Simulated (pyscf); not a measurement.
PySCF, gas phase, ωB97X-D3(BJ)/def2-SVP geometries.

Question: HCl (SMILES Cl) + HO–Nb(Cl)(Cl)(Cl)–Cl (SMILES [OH][Nb]([Cl])([Cl])([Cl])[Cl]) → Cl–Nb(Cl)(Cl)(Cl)–Cl (SMILES [Cl][Nb]([Cl])([Cl])([Cl])[Cl]) + H₂O (SMILES O)
Surface: singlet. Broken: Cl–H, Nb–O. Formed: Cl–Nb, H–O. Give ΔE‡ and ΔE from ωB97M-D3(BJ)/def2-TZVP, relative to the separated reactants.

Answer: ΔE‡ = 5.2 kcal/mol, ΔE = +0.8 kcal/mol. Zero-point energy shifts the barrier by +0.9 kcal/mol. It is a four-centre exchange, with an imaginary mode of 742i cm⁻¹. On the reactant side the descent ends in an adduct with a Cl–Nb contact (not fully relaxed), 6.8 kcal/mol under the separated species and 8.0 kcal/mol under the saddle at ωB97X-D3(BJ)/def2-TZVP. On the product side the descent ends in an adduct with a Nb–O contact, 19.4 kcal/mol under the separated species and 23.1 kcal/mol under the saddle at ωB97X-D3(BJ)/def2-TZVP. What is counted as formed (Cl–Nb) is already present as a longer contact in the reactant adduct; forming that adduct is a step of its own. What is counted as broken (Nb–O) persists as a longer contact in the product adduct; parting that adduct is a step of its own. At ωB97X-D3(BJ)/def2-TZVP the barrier from the zero used here is 1.3 kcal/mol. This is the saddle that the search found; another between the same sides may lie lower. Elements past Kr carry the def2 core potentials, without spin-orbit coupling.
